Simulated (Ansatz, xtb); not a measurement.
**AlH3OSi: where a starting geometry ends**

The starting geometry of this gas-phase singlet was built from a drawn formula by distance geometry and a force field; its bonds are those of `O[SiH2][Al]`.

```yaml
atoms:
  - { symbol: Al, position_ang: [2.4190, -2.8448, 1.0847] }
  - { symbol: O, position_ang: [-0.4395, -1.2958, 2.0187] }
  - { symbol: Si, position_ang: [1.2067, -1.3333, 2.4603] }
  - { symbol: H, position_ang: [-0.4246, -0.8977, 1.0829] }
  - { symbol: H, position_ang: [1.3461, -1.7899, 3.8172] }
  - { symbol: H, position_ang: [1.8088, -0.0145, 2.3470] }
```

Where would you expect an optimisation with r2SCAN-D4/def2-SVP to take it?

It keeps its bonds, and is `O[SiH2][Al]`.

The energy falls by 0.41 eV over 7 steps:

```csv
step,E − E(last) (eV)
1,0.408
2,0.053
3,0.012
4,0.006
5,0.001
6,0.000
7,0.000
```

Final geometry (Å):

```json
{"atom": "Al", "x (Å)": "2.5437", "y (Å)": "-3.0383", "z (Å)": "0.9585"}
{"atom": "O", "x (Å)": "-0.3898", "y (Å)": "-1.2679", "z (Å)": "2.0010"}
{"atom": "Si", "x (Å)": "1.2553", "y (Å)": "-1.3082", "z (Å)": "2.4168"}
{"atom": "H", "x (Å)": "-0.5753", "y (Å)": "-0.9125", "z (Å)": "1.1243"}
{"atom": "H", "x (Å)": "1.2541", "y (Å)": "-1.7420", "z (Å)": "3.8569"}
{"atom": "H", "x (Å)": "1.8285", "y (Å)": "0.0931", "z (Å)": "2.4532"}
```

From the same start GFN2-xTB ends elsewhere, differing in Al1–O2 (1.66 against 3.58 Å here), O2–Si3 (4.02 against 1.70 Å here).

No frequencies were run, so the end isn't proven a minimum. Run with Ansatz 0.2.0, 8.1 s on 2 threads of Arm Neoverse V1 (shared host).
